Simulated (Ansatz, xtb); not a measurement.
# Two structures of CH5AlB

Structure X: a doublet given by its coordinates. Structure Y: `[BH2][Al][CH3]`, a doublet. Both are isolated molecules in the gas phase, relaxed with PBE0-D3(BJ)/def2-SVP; the shapes shown needn't be the lowest conformers.

X (Å):

| atom | x (Å) | y (Å) | z (Å) |
| --- | --- | --- | --- |
| C | 0.4147 | 1.6373 | 0.3639 |
| Al | -0.8538 | 2.0867 | -1.1399 |
| B | 1.4007 | 2.7487 | 0.0745 |
| H | 0.6768 | 0.5918 | 0.1272 |
| H | -0.2507 | 1.7049 | 1.2415 |
| H | 1.2466 | 3.8546 | 0.5506 |
| H | 2.3043 | 2.5856 | -0.7194 |
| H | -2.1288 | 1.1143 | -1.2434 |

Close contacts (Å): C1–Al2 2.02, C1–B3 1.51, Al2–B3 2.64, C1–H4 1.10, C1–H5 1.10, Al2–H8 1.61, B3–H6 1.21, B3–H7 1.21.

Y (Å):

```tsv
atom	x (Å)	y (Å)	z (Å)
C	-0.3666	2.1719	-1.6064
Al	0.4065	1.9447	0.1730
B	1.1772	1.7334	2.0020
H	1.5803	0.6484	2.3588
H	1.2373	2.6960	2.7348
H	-0.7520	3.2001	-1.7186
H	-1.2120	1.4853	-1.7753
H	0.3749	2.0085	-2.4048
```

**Question.** Estimate which is lower in electronic energy at CCSD(T)/def2-SVP + ΔMP2/def2-TZVPP, and by roughly how much.

**Answer.** The CCSD(T)/def2-SVP + ΔMP2/def2-TZVPP calculation puts structure X lower, by 7.5 kcal/mol.

How the difference moves with the method:

```
                             level              geometry  E(Y) − E(X) (kcal/mol)  departure from the last row (kcal/mol)  job, with rough time for the two
              PBE0-D3(BJ)/def2-SVP  PBE0-D3(BJ)/def2-SVP                      +5.4                                    −2.1                optimisation, 80 s
                       HF/def2-SVP  PBE0-D3(BJ)/def2-SVP                     +14.2                                    +6.7           part of the CCSD(T) run
                      MP2/def2-SVP  PBE0-D3(BJ)/def2-SVP                     +10.5                                    +3.0           part of the CCSD(T) run
                  CCSD(T)/def2-SVP  PBE0-D3(BJ)/def2-SVP                      +8.5                                    +1.0                      single point
CCSD(T)/def2-SVP + ΔMP2/def2-TZVPP  PBE0-D3(BJ)/def2-SVP                      +7.5                                                        single point, 25 s
```

The levels shown agree on the order. The largest departure from CCSD(T)/def2-SVP + ΔMP2/def2-TZVPP is that of HF/def2-SVP, 6.7 kcal/mol. Levels run at GFN2-xTB geometries aren't shown. The last row adds to CCSD(T) the change of the MP2 difference between the two basis sets, here −1.0 kcal/mol.

With harmonic frequencies from PBE0-D3(BJ)/def2-SVP (ideal gas, rigid rotor, one conformer each, 298.15 K, 1 atm): on the last row, ΔE + ΔZPE = +8.5 kcal/mol. A mode under 50 cm⁻¹ makes harmonic enthalpies and free energies unreliable, so none is given.

Open shells are spin-unrestricted. The correlated steps freeze 7 core orbitals. Run with Ansatz 0.2.0; the last row on 1 thread of Intel(R) Xeon(R) Processor @ 2.70GHz on a shared host.
